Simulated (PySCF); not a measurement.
C3HNS.
SMILES: `C(C#N)=C=S`

Computed, not measured: TDDFT PBE0/def2-SVPD, vertical, gas phase, core orbitals frozen in the response in PySCF. Isolated species at its PBE0-D3(BJ)/def2-SVP geometry, gas phase.

Computed states:

| state | E (eV) | f |
| --- | --- | --- |
| S1 | 2.46 | 0.0001 |
| S2 | 5.17 | 0.169 |
| S3 | 5.37 | 0.0001 |
| S4 | 5.52 | 0.0077 |
| S5 | 6.15 | 0.0013 |
| S6 | 6.37 | 0.071 |
| S7 | 6.53 | 0.0057 |
| S8 | 6.63 | 0.0036 |
| S9 | 6.66 | 0.593 |
| S10 | 6.79 | 0.0004 |

Broadening: Gaussians 0.5 eV wide at half height, area fixed by f = 4.319×10⁻⁹ ∫ε dν̃. The width is an assumption, not a result. The curve ends short of the highest state used, and states not computed would add to its high-energy end.

(1) What does the envelope look like, and where are its maxima?

(2) Coming from long wavelengths, where does ε first pass 100 L mol⁻¹ cm⁻¹?

(3) On this curve, what absorbance would a 10⁻⁵ mol/L sample give at 266 nm over a 1 cm path?

(4) Does any computed singlet lie in the visible range?

Answers

(1) 
E (eV), ε (L mol⁻¹ cm⁻¹) and a bar:
```
     1.70          0 
     1.83          0 
     1.96          0 
     2.09          1 
     2.22          2 
     2.35          3 
     2.47          3 
     2.60          3 
     2.73          1 
     2.86          1 
     2.99          0 
     3.11          0 
     3.24          0 
     3.37          0 
     3.50          0 
     3.63          0 
     3.75          0 
     3.88          0 
     4.01          0 
     4.14          0 
     4.27          1 
     4.39         11 
     4.52         88 
     4.65        472 ##
     4.78       1736 ######
     4.91       4394 ##############
     5.03       7433 ########################
     5.16       9203 ##############################
     5.29       7927 ##########################
     5.42       4844 ################
     5.55       2200 #######
     5.67        893 ###
     5.80        407 #
     5.93        648 ##
     6.06       1994 #######
     6.19       5561 ##################
```

Maxima: 240 nm (5.17 eV), ε about 9200, made up of S2 (99%) (ε in L mol⁻¹ cm⁻¹; maxima over ε = 5, shares over 10%). At its high-energy end, 6.19 eV, the curve is still rising (ε about 5600, from S6 and S9).

(2) At about 274 nm (4.53 eV), 2.07 eV above S1.

(3) 266 nm is 4.661 eV, where ε is about 540 L mol⁻¹ cm⁻¹, so A = ε c l ≈ 0.0054 (Beer–Lambert, with the gas-phase spectrum and the assumed width).

(4) S1 lies in the visible range (380 to 750 nm), at 505 nm, dark in the vertical dipole picture (f under 0.0005); light of that wavelength is green, and its complementary colour is purple; a Tamm–Dancoff triplet lies at 585 nm, without intensity as long as spin–orbit coupling is left out.

All these states lie below the vertical ionisation energy of 9.48 eV (ΔSCF).
